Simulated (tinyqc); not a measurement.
Worked calculation: Pariser-Parr-Pople SCF with singles CI, for the molecule Nc1c[cH+]1 (SMILES; centres numbered as the heavy atoms are written). One step of it, computed by the program tinyqc.

Question. PPP integrals. Mataga-Nishimoto: gamma = 14.399645/(R + a), a = 2 x 14.399645/(gamma_rr + gamma_ss); H_rr = -W_r - sum_(s != r) z_s gamma_rs; H_rs = beta for bonds.

Centres (angstrom, eV; a flat drawing with bonds scaled to 1.40 angstrom):
```
centre          x          y  core charge z          W   gamma_rr
1N       1.656000   0.000000              2  26.330000  19.260000
2C       0.256000   0.000000              1  11.460000  12.580000
3C      -0.956000   0.700000              1  11.460000  12.580000
4C      -0.956000  -0.700000              1  11.460000  12.580000
```

Resonance integrals (eV):
```
i  j       beta
1  2  -2.100000
2  3  -2.390000
3  4  -2.390000
4  2  -2.390000
```

Give: repulsion gamma_rs; core matrix H.

Answer.

repulsion gamma_rs (eV):
```
        1N      2C      3C      4C
1N  19.260   6.248   3.990   3.990
2C   6.248  12.580   5.660   5.660
3C   3.990   5.660  12.580   5.659
4C   3.990   5.660   5.659  12.580
```

core matrix H (eV):
```
         1N       2C       3C       4C
1N  -40.559   -2.100    0.000    0.000
2C   -2.100  -35.276   -2.390   -2.390
3C    0.000   -2.390  -30.759   -2.390
4C    0.000   -2.390   -2.390  -30.759
```
